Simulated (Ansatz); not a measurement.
A first try at a single point in a Gaussian basis of C₅H₅F, SMILES CC(F)=C1C=C1, using the Python package of Ansatz (0.2.0).

`c5h5f_energy.py`:
```python
"""Electronic structure of the C5H5F molecule."""

import ansatz
import numpy as np

GEOMETRY = """
C    -1.71690    0.32420    0.19040
C    -0.56480   -0.61360    0.06840
F    -0.82330   -1.94100    0.10820
C     0.68290   -0.22720   -0.07490
C     2.02130   -0.52300   -0.22300
C     1.65120    0.74700   -0.19170
H    -1.40600    1.37290    0.14700
H    -2.42950    0.14590   -0.62060
H    -2.23140    0.16000    1.14210
H     2.83220   -1.19170   -0.30870
H     1.98430    1.74650   -0.23720
"""

molecule = ansatz.Crystal.molecule()
for line in GEOMETRY.strip().splitlines():
    symbol, *xyz = line.split()
    molecule = molecule.atom(symbol, [float(v) for v in xyz])

calculation = (
    molecule.calculation()
    .basis(gaussian="def2-SVPD")
    .functional("blyp")
    .hubbard("C", "p", u_eff=4.0)
    .forces()
)
out = calculation.run(threads=1, pin="off")
summary = out.report

print("reference energy %16.6f eV" % summary["reference_energy_ev"])
print("total energy     %16.6f eV" % summary["free_energy_ev"])
print("occupied orbitals outside the frozen core (up, down):", summary["n_occupied"], " frozen:", summary["n_frozen"], " virtual:", summary["n_virtual"])

field = summary["mean_field"]
print("<S^2> =", round(abs(field["state"]["spin_squared"]), 4), " all-electron relativity setting:", field["relativity"])
print("passes:", field["passes"])
if "symmetry" in field:
    print("occupied orbitals by irrep:", field["symmetry"]["occupied"])

symbols = [site.symbol for site in molecule.cartesian_sites]
forces = np.array(summary["forces_ev_ang"])
print("largest force", round(float(np.linalg.norm(forces, axis=1).max()), 4), "eV/A, rms", round(float(np.sqrt((forces ** 2).mean())), 4))

charges = summary["charge_distribution"]
print("dipole moment", round(4.803205 * float(np.linalg.norm(charges["dipole_moment_e_ang"])), 3), "D")
print("Mulliken:", [(s, round(q, 3)) for s, q in zip(symbols, charges["mulliken_charges_e"])])
```

`python c5h5f_energy.py` gives:
```text
Traceback (most recent call last):
  File "c5h5f_energy.py", line 32, in <module>
    out = calculation.run(threads=1, pin="off")
  ...
ansatz.RefusalError: invalid value for `basis.gaussian`: such a run doesn't read hamiltonian.hubbard; remove what it names
```
(Library frames cut from the traceback.)

Find the fault and give the corrected script.

The fault: a Hubbard U isn't read in a Gaussian basis. Mended:

```diff
--- before
+++ after
@@ -28,3 +28,2 @@
     .functional("blyp")
-    .hubbard("C", "p", u_eff=4.0)
     .forces()
```

After the fix:

Running `python c5h5f_energy.py` prints:
```text
reference energy     -7971.438284 eV
total energy         -7971.438284 eV
occupied orbitals outside the frozen core (up, down): [22, 22]  frozen: 0  virtual: [141, 141]
<S^2> = 0.0  all-electron relativity setting: none
passes: {'evaluations': 19, 'products': 16}
occupied orbitals by irrep: [{'A': 22}, {'A': 22}]
largest force 3.652 eV/A, rms 0.9959
dipole moment 2.995 D
Mulliken: [('C', 0.985), ('C', -0.329), ('F', -0.468), ('C', 0.86), ('C', 0.194), ('C', 0.262), ('H', -0.044), ('H', -0.154), ('H', -0.154), ('H', -0.57), ('H', -0.582)]
```

Total energies depend on the basis set; only differences at equal settings carry meaning. The geometry is a force-field or estimated start, not a minimum of this method, and the basis set is short of its limit. Mulliken charges are unreliable in a basis with diffuse functions. Hardware and time: 6.2 s on 1 thread of Arm Neoverse V2, with other jobs on the host, peak memory 0.26 GiB.

(Lines on the test bed's own set-up are left out of the output.)
